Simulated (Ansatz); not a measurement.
# AlH₂+ (triplet): wave-function methods side by side at distance Al1–H2 = 3.875 Å, cc-pVQZ

One table from this session's results is given with a row withheld; the runs are named, their logs left out.

Program: Ansatz 0.2.0, Gaussian basis. Level of theory: cc-pVQZ, core rule «outside noble gas», up to 5 orbitals frozen. These are calculated values, not measurements.

Plan: UHF; CCSD(T) on ROHF; CCSD(T) on UHF; BCCD(T) on ROHF; CCSDT(Q) on ROHF; CCSDT(Q) on UHF; CASSCF and MRCISD+Q, 4 electrons in 6 orbitals; CASSCF and NEVPT2, 4 electrons in 6 orbitals; Full CI.

4 further runs of the same task are left out: 4 for a known fault of the program. Runs told in other sessions of the task aren't counted.

## The system

The geometry derives from a PBE0/def2-TZVP stationary point (not a proven minimum). One bond is set to the value named and the two fragments are kept rigid.

3 atoms, charge 1, spin multiplicity 3.

Atoms are counted from 1 here; the program's logs count them from 0.

Bond lengths: Al1–H3 1.722 Å.

Set-up of the first run:

The input, in.yaml:

```yaml
crystal:
  periodic: [false, false, false]
  atoms:
    - {symbol: Al, position_ang: [0.000000, -0.039087, -0.165906]}
    - {symbol: H, position_ang: [0.000000, 1.984982, 3.138450]}
    - {symbol: H, position_ang: [0.000000, -0.938666, 1.302685]}
basis:
  gaussian: {orbitals: cc-pVQZ}
total_charge: 1
magnetization: {spin_polarized: true, initial_magnetization: 2}
hamiltonian: {xc: hf}
output: {orbitals: {seedname: orbitals}}
```

Run with:

```console
> ansatz run in.yaml --threads 1 --pin off --events-out ev --progress --plain --max-ram 4096MiB --backend cpu
```

Among the steps run: UHF; CCSD(T) on ROHF; CCSD(T) on UHF; BCCD(T) on ROHF; CCSDT(Q) on ROHF; CCSDT(Q) on UHF; CASSCF and MRCISD+Q, 4 electrons in 6 orbitals; CASSCF and NEVPT2, 4 electrons in 6 orbitals; Full CI.

One table of the session follows, with a row left open; its other results are not shown here.

```
          method  from FCI (kcal/mol)
            ROHF               +34.96
             UHF               +30.90
            RMP2                +9.58
            UMP2                +8.90
           RCCSD                +0.83
           UCCSD                +0.57
        RCCSD(T)                +0.19
        UCCSD(T)                +0.14
         BCCD(T)                    ?
          RCCSDT                 0.00
          UCCSDT                -0.03
       RCCSDT(Q)                 0.00
       UCCSDT(Q)                -0.03
  CASSCF valence               +13.14
  NEVPT2 valence                +3.64
  MRCISD valence                +0.37
MRCISD+Q valence                +0.20
             FCI                    0
```

Estimate the missing values for BCCD(T).

**Answer.** from FCI (kcal/mol): +0.17. In the column «from FCI (kcal/mol)» it lies between UCCSD(T) (+0.14) and RCCSD(T) (+0.19).

To keep in mind: Levels on UHF freeze UHF's core orbitals, full CI those of ROHF, so the U rows can settle a little off it for that reason alone. Restricted and unrestricted rows rest on different reference determinants; a gap between their highest levels can come from leftover correlation error, from unlike frozen cores or from another state.
